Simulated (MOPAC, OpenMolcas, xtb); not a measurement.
## A ladder of methods for CH4AlN (SMILES C=[N][AlH2])

CH4AlN has 7 atoms, charge 0, and is taken as a singlet. As SMILES, `C=[N][AlH2]`. The shape comes from GFN2-xTB, which is rough for such elements, and wasn't checked as a minimum.

Quantity: the dipole moment, in D. The values are calculated.

```json
{"level": "MNDO", "kind": "semi-empirical", "program": "MOPAC", "value (D)": "0.80", "CPU time": "under 2 s"}
{"level": "GFN2-xTB", "kind": "semi-empirical", "program": "xtb", "value (D)": "1.86", "CPU time": "under 2 s"}
{"level": "GFN0-xTB", "kind": "semi-empirical", "program": "xtb", "value (D)": "2.99", "CPU time": "under 2 s"}
{"level": "GFN1-xTB", "kind": "semi-empirical", "program": "xtb", "value (D)": "0.67", "CPU time": "under 2 s"}
{"level": "HF/STO-3G", "kind": "Hartree–Fock", "program": "OpenMolcas", "value (D)": "0.78", "CPU time": "1.9 s"}
{"level": "HF/3-21G", "kind": "Hartree–Fock", "program": "OpenMolcas", "value (D)": "1.29", "CPU time": "2.1 s"}
{"level": "HF/def2-SVP", "kind": "Hartree–Fock", "program": "OpenMolcas", "value (D)": "1.64", "CPU time": "4 s"}
{"level": "SVWN5/def2-TZVP", "kind": "LDA", "program": "OpenMolcas", "value (D)": "1.24", "CPU time": "43 s"}
{"level": "BLYP/6-31G** (spherical functions)", "kind": "GGA", "program": "OpenMolcas", "value (D)": "1.18", "CPU time": "19 s"}
{"level": "TPSS/STO-3G", "kind": "meta-GGA", "program": "OpenMolcas", "value (D)": "0.56", "CPU time": "12 s"}
```

The values span 0.56 to 2.99 D. Magnitudes only: a small dipole may point the other way at some levels. Sets without polarisation functions give poor dipoles. CPU times are rough (shared hosts, several kinds of processor): they show what a rung costs within a factor of a few.
